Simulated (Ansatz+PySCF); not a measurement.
## singlet CH(+): levels of theory in one basis

```xyz
2

C     0.0000    0.0000   -0.2049
H     0.0000    0.0000    1.2291
```

Basis set: 6-31G (spherical functions). Frozen core: 1 orbital. Charge 1, multiplicity 1.

Computed with Ansatz (development build ahead of 0.2.0); each method stands on the lowest determinant of its kind that the runs found.

```
                            method  E − E(RHF) (eV)  <S²> of the determinant
                               RHF             0.00                     0.00
                               UHF            -0.22                     0.50
                           UHF-MP2            -1.32                     0.50
                          RHF-CCSD            -2.25                        –
                          UHF-CCSD            -2.25                     0.50
                       RHF-CCSD(T)            -2.27                        –
                       UHF-CCSD(T)            -2.28                     0.50
full CI (lowest root of this spin)            -2.28                        –
```

Question: What does RHF-MP2 give on the same scale?

Answer: -1.38 eV.

At such a shape the full CI root can have another spatial symmetry than the determinants, so the rows needn't describe one state.

Question: Is a single determinant a sound starting point here?

Answer: Only with care. Unrestricted orbitals gain 0.22 eV and <S²> is 0.50 against 0.00 for a pure state, so spin symmetry breaks but gains little energy; restricted orbitals can still serve.

Caution for UHF, UHF-MP2, UHF-CCSD, UHF-CCSD(T): the unrestricted determinant is spin contaminated. Caution for RHF-MP2, UHF-MP2, RHF-CCSD, UHF-CCSD, RHF-CCSD(T), UHF-CCSD(T): bonds are stretched, where a single reference can fail. Caution for UHF-MP2, UHF-CCSD, UHF-CCSD(T): a plain start can end on a higher determinant. Caution for UHF-MP2: another reference gives a lower total.
